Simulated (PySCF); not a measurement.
Do core-level shifts follow atomic charges?

Compound: C5H7 (charge -1).
Numbering: `[C-:1]#[C:2][CH:3]([CH3:4])[CH3:5]`

Binding energies: delta-SCF UKS SCAN, pcX-2 on the ionised atom, pcseg-1 elsewhere, spin-free X2C in PySCF 2.14.0. Charges: PBE0/pcSseg-1 ground-state density, for the ionised atom.

```csv
atom,environment,C 1s (eV),Mulliken (e),IAO (e),Hirshfeld (e),ESP (e)
C1,carbon bonded to C,282.33,-0.281,-0.584,-0.569,-0.953
C2,carbon bonded to 2 C,282.80,-0.560,-0.333,-0.251,+0.018
C4,methyl carbon,286.34,-0.220,-0.397,-0.131,-0.373
C3,propargylic carbon,286.45,-0.291,-0.086,-0.030,+0.416
```

Problem. Give the correlation coefficient and slope of binding energy on charge for each scheme.

Solution. Hirshfeld: r = 0.86, slope 8.2 eV per e; IAO: r = 0.66, slope 7.1 eV per e; Mulliken: r = 0.56, slope 8.2 eV per e; ESP: r = 0.55, slope 2.1 eV per e. Hirshfeld charges have the highest r, on only 4 points.

Problem. The point-charge model writes a binding energy as kq + V + constant, with V the potential of the other atoms' charges at the site. What does it give with the Hirshfeld charges?

Solution. V = Σ 14.40 eV Å × q/r over all other atoms: -3.67 eV at C1, -7.77 eV at C2, -3.80 eV at C4, -7.13 eV at C3. Fitting binding energy − V to q gives k = 12.6 eV per e and leaves an rms residual of 0.84 eV, against 0.98 eV for the fit on q alone. The model has no term for differences in relaxation between sites.

The unrestricted hole states depart most from a pure doublet (⟨S²⟩ = 0.75; over 0.85 named) for C 1s of C1 (0.90), which makes this value less certain. The species carries charge -1, so core ionisation leaves a neutral species. The basis sets have no added diffuse functions. Geometry: PBE0-D3(BJ)/def2-SVP; no solvent, vibrations or thermal averaging.
